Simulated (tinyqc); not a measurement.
Worked calculation: MP2 on RHF in the sto-6g basis, frozen core, for BH3, spin multiplicity 1. One step of it, computed by the program tinyqc.

Question. Second-order Moller-Plesset energy. E2 = sum_ijab (ia|jb) [2 (ia|jb) - (ib|ja)] / (e_i + e_j - e_a - e_b) over occupied i, j and virtual a, b; the opposite-spin part is (ia|jb)^2 / denominator, the rest is same-spin, and SCS-MP2 scales them by 6/5 and 1/3.

orbital energies (hartree): MO1 -7.522593, MO2 -0.686240, MO3 -0.481946, MO4 -0.481944, MO5 0.230738, MO6 0.754625, MO7 0.792806, MO8 0.792826

Two-electron integrals over orbitals (pq|rs), unique and non-zero (hartree); the lowest 1 orbital is frozen and left out:
```
(22|22) 0.449519    (32|22) 0.000051    (32|32) 0.123148    (33|22) 0.447795
(33|32) 0.062916    (33|33) 0.501973    (42|42) 0.123112    (43|42) -0.062952
(43|43) 0.048885    (44|22) 0.447743    (44|32) -0.062937   (44|33) 0.404299
(44|44) 0.501995    (52|22) -0.001412   (52|33) -0.000812   (52|44) -0.000812
(52|52) 0.069516    (53|22) -3.21e-07   (53|32) -0.000846   (53|33) -0.000882
(53|44) 0.000882    (53|52) -0.000007   (53|53) 0.018663    (54|42) -0.000846
(54|43) 0.000883    (54|54) 0.018662    (55|22) 0.466845    (55|32) 4.45e-06
(55|33) 0.442512    (55|44) 0.442498    (55|52) 0.006669    (55|53) -1.76e-06
(55|55) 0.587264    (62|22) 0.040420    (62|32) 0.000007    (62|33) 0.021864
(62|44) 0.021695    (62|52) -0.000528   (62|53) -0.000006   (62|55) 0.105010
(62|62) 0.069874    (63|22) -0.000173   (63|32) -0.042039   (63|33) -0.039362
(63|44) 0.039161    (63|52) -0.000010   (63|53) 0.001046    (63|55) -0.000339
(63|62) -0.000382   (63|63) 0.057132    (64|42) -0.042395   (64|43) 0.039437
(64|54) 0.001052    (64|64) 0.057534    (65|22) -0.002934   (65|32) -0.000013
(65|33) -0.001369   (65|44) -0.001356   (65|52) 0.066613    (65|53) -0.000066
(65|55) 0.001146    (65|62) -0.004310   (65|63) 0.000008    (65|65) 0.070732
(66|22) 0.449077    (66|32) -0.000732   (66|33) 0.448707    (66|44) 0.449467
(66|52) -0.005190   (66|53) 0.000008    (66|55) 0.470558    (66|62) 0.029620
(66|63) 0.000199    (66|65) -0.006567   (66|66) 0.469390    (72|42) -0.004901
(72|43) 0.026090    (72|54) 0.001676    (72|64) 0.045632    (72|72) 0.048864
(73|42) 0.053732    (73|43) -0.023688   (73|54) -0.000792   (73|64) -0.029680
(73|72) -0.009243   (73|73) 0.037732    (74|22) 0.044215    (74|32) 0.053734
(74|33) 0.053415    (74|44) 0.006077    (74|52) 0.002915    (74|53) -0.000792
(74|55) 0.093721    (74|62) 0.066116    (74|63) -0.029685   (74|65) -0.000681
(74|66) 0.028040    (74|74) 0.104358    (75|42) 0.003927    (75|43) -0.001811
(75|54) 0.016231    (75|64) -0.001326   (75|72) 0.000547    (75|73) 0.001705
(75|75) 0.019885    (76|42) 0.109660    (76|43) -0.057029   (76|54) -0.001120
(76|64) -0.045191   (76|72) -0.010873   (76|73) 0.054468    (76|75) 0.003496
(76|76) 0.111561    (77|22) 0.465398    (77|32) -0.027602   (77|33) 0.434361
(77|44) 0.498931    (77|52) 0.000955    (77|53) 0.001054    (77|55) 0.481407
(77|62) 0.043445    (77|63) 0.036549    (77|65) -0.000580   (77|66) 0.476273
(77|74) 0.040695    (77|77) 0.536757    (82|22) 0.000142    (82|32) -0.004931
(82|33) -0.026021   (82|44) 0.026178    (82|52) -9.59e-07   (82|53) 0.001677
(82|55) 0.000369    (82|62) 0.000088    (82|63) 0.045578    (82|65) -0.000016
(82|66) 0.000178    (82|74) -0.009016   (82|77) 0.032086    (82|82) 0.048870
(83|22) 0.044166    (83|32) -0.053887   (83|33) 0.005956    (83|44) 0.053547
(83|52) 0.002915    (83|53) 0.000794    (83|55) 0.093708    (83|62) 0.066061
(83|63) 0.029379    (83|65) -0.000669   (83|66) 0.028765    (83|74) 0.033482
(83|77) 0.063059    (83|82) 0.009626    (83|83) 0.104556    (84|42) 0.053591
(84|43) -0.023553   (84|54) -0.000788   (84|64) -0.029494   (84|72) -0.009082
(84|73) 0.032952    (84|75) 0.001701    (84|76) 0.054316    (84|84) 0.037530
(85|22) -0.000008   (85|32) 0.003927    (85|33) 0.001804    (85|44) -0.001814
(85|52) 0.000230    (85|53) 0.016230    (85|55) 4.46e-06    (85|62) -0.000016
(85|63) -0.001314   (85|65) 0.000174    (85|66) -0.000046   (85|74) 0.001703
(85|77) -0.000510   (85|82) 0.000546    (85|83) -0.001712   (85|85) 0.019885
(86|22) -0.000008   (86|32) 0.109486    (86|33) 0.056704    (86|44) -0.056840
(86|52) -0.000021   (86|53) -0.001112   (86|55) -0.000025   (86|62) -0.000016
(86|63) -0.044568   (86|65) -0.000032   (86|66) -0.000764   (86|74) 0.054310
(86|77) -0.028723   (86|82) -0.010677   (86|83) -0.054621   (86|85) 0.003492
(86|86) 0.111163    (87|42) -0.027230   (87|43) 0.032107    (87|54) 0.001051
(87|64) 0.036658    (87|72) 0.031891    (87|73) -0.010949   (87|75) -0.000497
(87|76) -0.028500   (87|84) -0.010820   (87|87) 0.034143    (88|22) 0.465417
(88|32) 0.028357    (88|33) 0.499318    (88|44) 0.433958    (88|52) 0.000955
(88|53) -0.001063   (88|55) 0.481410    (88|62) 0.043650    (88|63) -0.037225
(88|65) -0.000584   (88|66) 0.475879    (88|74) 0.063320    (88|77) 0.467890
(88|82) -0.031854   (88|83) 0.040196    (88|85) 0.000530    (88|86) 0.029314
(88|88) 0.537154
```

Hartree-Fock energy = -26.33033264 hartree

Give: Terms; Pair energies; MP2 correlation energy; SCS-MP2 correlation energy; MP2 total energy.

Answer.

Terms (the 40 largest of 74):

| i | j | a | b | (ia\|jb) | (ib\|ja) | denominator | term |
|---|---|---|---|---|---|---|---|
| 3 | 3 | 8 | 8 | 0.105 | 0.105 | -2.550 | -4.29e-03 |
| 4 | 4 | 7 | 7 | 0.104 | 0.104 | -2.549 | -4.27e-03 |
| 2 | 2 | 5 | 5 | 0.070 | 0.070 | -1.834 | -2.63e-03 |
| 4 | 2 | 7 | 6 | 0.066 | 0.046 | -2.716 | -2.11e-03 |
| 2 | 4 | 6 | 7 | 0.066 | 0.046 | -2.716 | -2.11e-03 |
| 3 | 2 | 8 | 6 | 0.066 | 0.046 | -2.716 | -2.11e-03 |
| 2 | 3 | 6 | 8 | 0.066 | 0.046 | -2.716 | -2.11e-03 |
| 2 | 2 | 6 | 6 | 0.070 | 0.070 | -2.882 | -1.69e-03 |
| 4 | 4 | 6 | 6 | 0.058 | 0.058 | -2.473 | -1.34e-03 |
| 3 | 3 | 6 | 6 | 0.057 | 0.057 | -2.473 | -1.32e-03 |
| 2 | 2 | 8 | 8 | 0.049 | 0.049 | -2.958 | -8.07e-04 |
| 2 | 2 | 7 | 7 | 0.049 | 0.049 | -2.958 | -8.07e-04 |
| 3 | 3 | 7 | 7 | 0.038 | 0.038 | -2.550 | -5.58e-04 |
| 4 | 4 | 8 | 8 | 0.038 | 0.038 | -2.550 | -5.52e-04 |
| 4 | 3 | 7 | 8 | 0.033 | 0.033 | -2.550 | -4.47e-04 |
| 3 | 4 | 8 | 7 | 0.033 | 0.033 | -2.550 | -4.47e-04 |
| 2 | 4 | 7 | 6 | 0.046 | 0.066 | -2.716 | -4.23e-04 |
| 4 | 2 | 6 | 7 | 0.046 | 0.066 | -2.716 | -4.23e-04 |
| 2 | 3 | 8 | 6 | 0.046 | 0.066 | -2.716 | -4.21e-04 |
| 3 | 2 | 6 | 8 | 0.046 | 0.066 | -2.716 | -4.21e-04 |
| 3 | 4 | 7 | 8 | 0.033 | 0.033 | -2.550 | -4.19e-04 |
| 4 | 3 | 8 | 7 | 0.033 | 0.033 | -2.550 | -4.19e-04 |
| 3 | 4 | 6 | 7 | -0.030 | -0.030 | -2.511 | -3.51e-04 |
| 4 | 3 | 7 | 6 | -0.030 | -0.030 | -2.511 | -3.51e-04 |
| 3 | 4 | 7 | 6 | -0.030 | -0.030 | -2.511 | -3.51e-04 |
| 4 | 3 | 6 | 7 | -0.030 | -0.030 | -2.511 | -3.51e-04 |
| 4 | 4 | 6 | 8 | -0.029 | -0.029 | -2.511 | -3.46e-04 |
| 4 | 4 | 8 | 6 | -0.029 | -0.029 | -2.511 | -3.46e-04 |
| 3 | 3 | 6 | 8 | 0.029 | 0.029 | -2.511 | -3.44e-04 |
| 3 | 3 | 8 | 6 | 0.029 | 0.029 | -2.511 | -3.44e-04 |
| 3 | 3 | 5 | 5 | 0.019 | 0.019 | -1.425 | -2.44e-04 |
| 4 | 4 | 5 | 5 | 0.019 | 0.019 | -1.425 | -2.44e-04 |
| 2 | 3 | 8 | 8 | 0.010 | 0.010 | -2.754 | -3.36e-05 |
| 3 | 2 | 8 | 8 | 0.010 | 0.010 | -2.754 | -3.36e-05 |
| 3 | 2 | 7 | 7 | -0.009 | -0.009 | -2.754 | -3.10e-05 |
| 2 | 3 | 7 | 7 | -0.009 | -0.009 | -2.754 | -3.10e-05 |
| 2 | 4 | 7 | 8 | -0.009 | -0.009 | -2.754 | -3.02e-05 |
| 4 | 2 | 8 | 7 | -0.009 | -0.009 | -2.754 | -3.02e-05 |
| 4 | 2 | 7 | 8 | -0.009 | -0.009 | -2.754 | -2.93e-05 |
| 2 | 4 | 8 | 7 | -0.009 | -0.009 | -2.754 | -2.93e-05 |

Pair energies (hartree; pair i-j sums ij and ji):

| pair | opposite spin | same spin |
|---|---|---|
| 2-2 | -0.006 | 0 |
| 3-2 | -4.88e-03 | -3.10e-04 |
| 3-3 | -0.007 | 0 |
| 4-2 | -4.88e-03 | -3.10e-04 |
| 4-3 | -3.14e-03 | -2.21e-07 |
| 4-4 | -0.007 | 0 |

MP2 correlation energy = -0.03367 hartree

SCS-MP2 correlation energy = -0.03986 hartree

MP2 total energy = -26.36400 hartree
